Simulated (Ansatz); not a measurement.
# CH₂O (singlet): the correlation ladder, cc-pVDZ

How much of the correlation energy of CH₂O (singlet) does each wave-function method recover here?

The runs use Ansatz 0.2.0, Gaussian basis; cc-pVDZ, core rule «outside noble gas», up to 2 orbitals frozen.

Plan: UHF; CCSD(T) on RHF; BCCD(T) on RHF; CISD; CCSDT(Q) on RHF; CISDTQ; CCSDTQ on RHF; CASSCF and MRCISD+Q, 12 electrons in 10 orbitals; CASSCF and NEVPT2, 12 electrons in 10 orbitals.

9 further runs of the same task are left out: 9 set aside as unsound or not needed.

**1. The system**

The geometry is an MP2(full)/6-31G* stationary point (not a proven minimum).

4 atoms, charge 0, spin multiplicity 1.

Atoms are counted from 1 here; the program's logs count them from 0.

Bond lengths: O1–C2 1.220 Å, C2–H3 1.104 Å, C2–H4 1.104 Å. Angles: O1–C2–H3 122.2°, O1–C2–H4 122.2°, H3–C2–H4 115.7°.

**2. UHF**

in.yaml reads:

```yaml
crystal:
  periodic: [false, false, false]
  atoms:
    - {symbol: O, position_ang: [0.000000, 0.000000, 0.609421]}
    - {symbol: C, position_ang: [0.000000, 0.000000, -0.610694]}
    - {symbol: H, position_ang: [0.000000, 0.934390, -1.198244]}
    - {symbol: H, position_ang: [0.000000, -0.934390, -1.198244]}
basis:
  gaussian: {orbitals: cc-pVDZ}
magnetization: {spin_polarized: true, initial_magnetization: 0}
hamiltonian: {xc: hf}
output: {orbitals: {seedname: orbitals}}
```

Run with:

```console
ansatz run in.yaml --threads 1 --pin off --events-out ev --progress --plain --max-ram 3328MiB --backend cpu
```

The runs that follow: CCSD(T) on RHF; BCCD(T) on RHF; CISD; CCSDT(Q) on RHF; CISDTQ; CCSDTQ on RHF; CASSCF and MRCISD+Q, 12 electrons in 10 orbitals; CASSCF and NEVPT2, 12 electrons in 10 orbitals.

Before running them: what should the planned runs give, taken together? Wanted: RCCSDTQ below the RHF energy; RMP2 from RCCSDTQ; RCCSD from RCCSDTQ; RCCSD(T) from RCCSDTQ; RCCSDT(Q) from RCCSDTQ; NEVPT2 valence from RCCSDTQ; MRCISD+Q valence from RCCSDTQ; T1 diagnostic; effectively unpaired electrons.

**Answer**, as computed:

```
                         quantity                                                   value
     RCCSDTQ below the RHF energy                                              -9.4018 eV
                RMP2 from RCCSDTQ                                            +71.2 kJ/mol
               RCCSD from RCCSDTQ                                            +30.4 kJ/mol
            RCCSD(T) from RCCSDTQ                                             +3.7 kJ/mol
           RCCSDT(Q) from RCCSDTQ                                             -0.4 kJ/mol
      NEVPT2 valence from RCCSDTQ                                            +96.9 kJ/mol
    MRCISD+Q valence from RCCSDTQ                                             +2.1 kJ/mol
levels within 1 kcal/mol (43 meV)  RCCSD(T), BCCD(T), RCCSDT, RCCSDT(Q), MRCISD+Q valence
                    T1 diagnostic                                                   0.017
   effectively unpaired electrons                                                    0.04
```

**Reading.** RCCSD(T) lands +3.7 kJ/mol from the yardstick (0.4 % of the correlation energy). One determinant dominates. Of the multireference levels listed MRCISD+Q valence comes nearest in total energy (+2.1 kJ/mol), which doesn't show that its space is the better one. These misses are within one basis, not against nature.
